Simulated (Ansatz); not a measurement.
HClO, charge +1, doublet, at a GFN2-xTB geometry of the parent state (a state made from the parent by changing its charge; the spin is typed, not shown lowest); Ansatz (a first-principles code) with MP2/cc-pVDZ.

Ansatz was given this input:
Ansatz 0.2 input:
```yaml
crystal:
  periodic: [false, false, false]
  atoms:
    - {symbol: O, position_ang: [-0.00874070, 1.09829644, 0.01643599]}
    - {symbol: H, position_ang: [-0.94458229, 1.33506531, 0.00439258]}
    - {symbol: Cl, position_ang: [0.05967693, -0.59537863, -0.00799297]}
basis:
  gaussian:
    orbitals: cc-pVDZ
total_charge: 1
magnetization: {spin_polarized: true, initial_magnetization: 1}
correlation: {method: mp2}
```

Output, abridged:

```
Functional definition: HF
367 factors; integrals over basis functions are off by at most 1.4e-3 eV
mean field evaluation 1: about -14540.5411 eV, gradient 2.9e1 eV
mean field evaluation 2: about -14540.5911 eV, gradient 2.9e1 eV
mean field evaluation 4: about -14543.6952 eV, gradient 2.0e0 eV
mean field evaluation 8: about -14543.7317 eV, gradient 1.9e-1 eV
mean field evaluation 16: about -14543.7461 eV, gradient 4.9e-1 eV
mean field evaluation 32: about -14543.3297 eV, gradient 6.2e-4 eV
mean field evaluation 64: about -14543.3297 eV, gradient 2.3e-6 eV
mean field evaluation 96: about -14543.3297 eV, gradient 1.1e-6 eV
mean field evaluation 128: about -14538.1409 eV, gradient 2.0e1 eV
mean field evaluation 160: about -14543.3297 eV, gradient 7.3e-6 eV
mean field evaluation 192: about -14543.3297 eV, gradient 2.2e-6 eV
mean field -14543.94653534 eV, -534.4801769328 hartree, gradient 2.6e-6 eV, S^2 0.774966; 16 other end points of the search recorded, 0 dependent functions left out
6 core orbitals not correlated
reference -14543.94653534 eV, -534.4801769328 hartree; 7, 6 occupied and 24, 25 virtual orbitals, 367 factors
second order -8.09105985 eV of doubles, -0.00000000 eV of singles
Total energy: -14552.03759519 eV, -534.7775178979 hartree
```
